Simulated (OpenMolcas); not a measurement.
# H2S2 (SMILES SS): levels of theory compared

Wanted: a comparison of 6 runs (HF/STO-3G, B2PLYP/STO-3G, M06-2X/STO-3G, UB3LYP/STO-3G, r2SCAN/STO-3G, CISD/STO-3G) of H2S2. 

The calculation is run with OpenMolcas 26.06.

1 further run of the same task is left out (it didn't finish).

### Step 1. The structure to begin with

The species is H2S2 (4 atoms), meant as a singlet with charge 0. SMILES: `SS`. The S1–S2 distance was set to 5.115 Å, away from the relaxed value. At this shape a bond of the SMILES string is far longer than usual.

Bond lengths: S1–H3 1.347 Å, S2–H4 1.347 Å.

### Step 2. The energy at HF/STO-3G (run 1)

Contents of test.input:

```
&gateway
baslib
$CurrDir
basisset
S.STO-3G....
S1 1.870870 -3.655365 0.315685 angstrom
S2 0.060220 1.121560 0.067360 angstrom
End of Basis
basisset
H.STO-3G....
H3 0.860970 -4.218745 1.005875 angstrom
H4 -0.619290 1.020250 -1.090950 angstrom
End of Basis
&seward
&scf
thresholds
1e-10 1e-07 1e-07 1e-05
prorbitals
1 1
```

The basis set STO-3G is read from a file made from the Basis Set Exchange's data (not shown).

Launch:

```sh
$ export MOLCAS_MEM=1860
$ pymolcas test.input > test.log
```

The log of the run:

```text
--- Start Module: gateway ---
[...]
--- Stop Module: gateway /rc=_RC_ALL_IS_WELL_ ---
--- Start Module: seward ---
[...]
      Basis functions           20
--- Stop Module: seward /rc=_RC_ALL_IS_WELL_ ---
--- Start Module: scf ---
[...]
       Convergence after  14 Iterations
[...]
::    Total SCF energy                               -787.1927554012
[...]
      Total spin, S                                     0.0000000000
[...]
      Total electronic charge=   34.000000
      Total            charge=   -0.000000
[...]
      Dipole Moment (debye):
      Origin of the operator (angstrom)=    0.9397   -1.2771    0.1844
                   X= -8.5245E-01               Y= -3.3538E-01               Z= -2.3620E-01           Total=  9.4601E-01
      Quadrupole Moment (debye*angstrom):
[...]
--- Stop Module: scf /rc=_RC_ALL_IS_WELL_ ---
[...]
```

Run time: 1.3 s. Hardware: 1 thread of AMD EPYC 9R45 (Zen 5), shared host; peak memory 0.37 GiB.

### Step 3. A single-point energy at B2PLYP/STO-3G (run 2)

Contents of test.input:

```
* H2S2 Kohn-Sham DFT

&GATEWAY
  BasLib=$CurrDir
  BasisSet
  S.STO-3G....
  S1 1.870870 -3.655365 0.315685 angstrom
  S2 0.060220 1.121560 0.067360 angstrom
  End of Basis
  BasisSet
  H.STO-3G....
  H3 0.860970 -4.218745 1.005875 angstrom
  H4 -0.619290 1.020250 -1.090950 angstrom
  End of Basis

&SEWARD
  GridInput
  Grid=UltraFine
  End of Grid

&SCF
  KSDFT=B2PLYP_SCF
  Thresholds=1e-10 1e-07 1e-07 1e-05
  PrOrbitals=1 1

&MBPT2
  Frozen=10
```

The basis set STO-3G is read from a file made from the Basis Set Exchange's data (not shown).

Launch:

```sh
$ export MOLCAS_MEM=1860
$ pymolcas test.input > test.log
```

The log of the run:

```text
--- Start Module: gateway ---
[...]
--- Stop Module: gateway /rc=_RC_ALL_IS_WELL_ ---
[...]
      Basis functions           20
[...]
--- Start Module: scf ---
[...]
       Convergence after  32 Iterations
[...]
::    Total KS-DFT energy                            -788.1463071104
[...]
      Total spin, S                                     0.0000000000
[...]
      Total electronic charge=   34.000000
      Total            charge=   -0.000000
[...]
      Dipole Moment (debye):
      Origin of the operator (angstrom)=    0.9397   -1.2771    0.1844
                   X= -8.3613E-01               Y= -3.2896E-01               Z= -2.3167E-01           Total=  9.2790E-01
      Quadrupole Moment (debye*angstrom):
[...]
--- Stop Module: scf /rc=_RC_ALL_IS_WELL_ ---
[...]
--- Start Module: mbpt2 ---
[...]
 ###    WARNING: MP2 implementation intended for RHF references only         ###
 ###############################################################################
MBPT2 WARNING: Reference function according to RunFile:KS-DFT
I'll assume you know what you're doing and continue
WARNING!
Default frozen orbitals as non valence orbitals is overwritten by user input.
Default values:  10
[...]
       Reference weight ( Cref**2 )         =        0.19925
::    Total MBPT2 energy                             -788.6584318223
[...]
      Total MBPT2 calculations                           0.03      0.03
--- Stop Module: mbpt2 /rc=_RC_ALL_IS_WELL_ ---
[...]
```

Wall time 5.1 s (1 thread of AMD EPYC 9R45 (Zen 5), shared host); peak memory 0.37 GiB.

### Step 4. The energy at M06-2X/STO-3G (run 3)

Contents of test.inp:

```
* H2S2 Kohn-Sham DFT
>>> EXPORT MOLCAS_PRINT=2
&gateway
baslib=$CurrDir
basisset
S.STO-3G....
S1 1.870870 -3.655365 0.315685 angstrom
S2 0.060220 1.121560 0.067360 angstrom
End of Basis
basisset
H.STO-3G....
H3 0.860970 -4.218745 1.005875 angstrom
H4 -0.619290 1.020250 -1.090950 angstrom
End of Basis
&seward
gridinput
Grid=UltraFine
End of Grid
&scf
ksdft=M062X
thresholds=1e-10 1e-07 1e-07 1e-05
prorbitals=1 1
```

The basis set STO-3G is read from a file made from the Basis Set Exchange's data (not shown).

Launch:

```sh
$ export MOLCAS_MEM=1860
$ pymolcas test.inp > test.log
```

The log of the run:

```text
--- Start Module: gateway ---
[...]
--- Stop Module: gateway /rc=_RC_ALL_IS_WELL_ ---
--- Start Module: seward ---
[...]
      Basis functions           20
--- Stop Module: seward /rc=_RC_ALL_IS_WELL_ ---
--- Start Module: scf ---
[...]
       Convergence after  27 Iterations
[...]
::    Total KS-DFT energy                            -788.5164334600
[...]
      Total spin, S                                     0.0000000000
[...]
      Total electronic charge=   34.000000
      Total            charge=   -0.000000
[...]
      Dipole Moment (debye):
      Origin of the operator (angstrom)=    0.9397   -1.2771    0.1844
                   X= -8.2803E-01               Y= -3.2577E-01               Z= -2.2942E-01           Total=  9.1891E-01
      Quadrupole Moment (debye*angstrom):
[...]
--- Stop Module: scf /rc=_RC_ALL_IS_WELL_ ---
[...]
```

Wall time 5.7 s (1 thread of AMD EPYC 9R45 (Zen 5), shared host); peak memory 0.37 GiB.

Runs 4 to 5 aren't shown in full; the table further down has their settings and results.

### Step 5. The energy at CISD/STO-3G (run 6)

Contents of test.inp:

```
* H2S2 CISD
>>> EXPORT MOLCAS_PRINT=2
&GATEWAY
BASLIB = $CurrDir
BASISSET
S.STO-3G....
S1 1.870870 -3.655365 0.315685 angstrom
S2 0.060220 1.121560 0.067360 angstrom
End of Basis
BASISSET
H.STO-3G....
H3 0.860970 -4.218745 1.005875 angstrom
H4 -0.619290 1.020250 -1.090950 angstrom
End of Basis
&SEWARD
&SCF
THRESHOLDS = 1e-10 1e-07 1e-07 1e-05
PRORBITALS = 1 1
&MOTRA
FROZEN = 10
&GUGA
ELECTRONS = 14
SPIN = 1
INACTIVE = 7
ACTIVE = 0
CIALL = 1
&CPF
SDCI
```

The basis set STO-3G is read from a file made from the Basis Set Exchange's data (not shown).

Launch:

```sh
$ export MOLCAS_MEM=1860
$ pymolcas test.inp > test.log
```

The log of the run:

```text
--- Start Module: gateway ---
[...]
--- Stop Module: gateway /rc=_RC_ALL_IS_WELL_ ---
[...]
      Basis functions           20
[...]
       Convergence after  14 Iterations
[...]
::    Total SCF energy                               -787.1927554012
[...]
      Total spin, S                                     0.0000000000
[...]
      *** WARNING: Default frozen orbitals is overwritten by user input.
      *** Default values:  10
[...]
--- Start Module: guga ---
[...]
--- Stop Module: guga /rc=_RC_ALL_IS_WELL_ ---
--- Start Module: cpf ---
[...]
      Active orbitals                            0       0
[...]
      Spin quantum number                      0.0
[...]
     FINAL CI ENERGY          -787.44090610
     FINAL CORRELATION ENERGY   -0.24815070  REFERENCE ENERGY    -787.19275540
[...]
     REL. CI ENERGY           -787.44090610
[...]
      Total electronic charge=   34.000000
      Total            charge=   -0.000000
[...]
      Dipole Moment (debye):
      Origin of the operator (angstrom)=    0.9397   -1.2771    0.1844
                   X= -8.2065E-01               Y= -3.2288E-01               Z= -2.2739E-01           Total=  9.1073E-01
      Quadrupole Moment (debye*angstrom):
[...]
--- Stop Module: cpf /rc=_RC_ALL_IS_WELL_ ---
[...]
```

Run time: 1.5 s. Hardware: 1 thread of AMD EPYC 9R45 (Zen 5), shared host; peak memory 0.37 GiB.

### Step 6. Overview of the runs

| run | level | frozen core orbitals | integration grid | energy (Eh) | dipole moment (D) of the reference | HOMO energy (eV) | LUMO energy (eV) | wall time |
| --- | --- | --- | --- | --- | --- | --- | --- | --- |
| 1 | HF/STO-3G | – | – | -787.192755 | 0.95 | -3.17 | -0.25 | 1.3 s |
| 2 | B2PLYP/STO-3G | 10 | UltraFine | -788.284581 | 0.93 | -3.12 | -1.57 | 5.1 s |
| 3 | M06-2X/STO-3G | – | UltraFine | -788.516433 | 0.92 | -3.47 | -1.89 | 5.7 s |
| 4 | UB3LYP/STO-3G | – | UltraFine | -788.611277 | 0.90 | -2.79 | -0.28 | 22 s |
| 5 | r2SCAN/STO-3G | – | UltraFine | -788.512968 | 0.98 | -2.10 | -2.10 | 49 s |
| 6 | CISD/STO-3G | 10 | – | -787.440906 | 0.95 | -3.17 | -0.25 | 1.5 s |

### Step 7. Summary of results

| quantity | value |
| --- | --- |
| run 6: total energy | -787.44091 Eh |
| run 6: dipole moment (mean-field density) | 0.95 D |
| run 6: HOMO energy (Hartree–Fock orbitals) | -3.17 eV |
| run 6: LUMO energy (Hartree–Fock orbitals) | -0.25 eV |
| run 6: HOMO–LUMO gap (Hartree–Fock orbitals) | 2.92 eV |
| run 6: correlation energy (10 core orbitals frozen) | -248.2 mEh |

What this shows: Over runs 1, 2, 3, 4, 5 the dipole moment (its size) runs from 0.90 D (UB3LYP/STO-3G) to 0.98 D (r2SCAN/STO-3G). Over runs 1, 2, 3, 4, 5 the HOMO–LUMO gap runs from 0.00 eV (r2SCAN/STO-3G) to 2.92 eV (HF/STO-3G). Exact exchange widens orbital gaps. For B2PLYP the log adds the whole second-order term; the table takes 0.27 of it, as the functional is defined. Totals of different functionals can't be ranked against each other. In runs 1, 2, 3, 4, 5, 6 the basis is minimal, so the values are rough. In runs 1, 2, 3, 5, 6 a closed-shell determinant meets a far-stretched bond, which it describes badly. Spin contamination of the reference: run 4 ⟨S²⟩ = 1.00. Where it is this large, the reference is a mixture of spin states, and values that rest on it are in doubt. All runs together took 85 s, the longest 49 s.
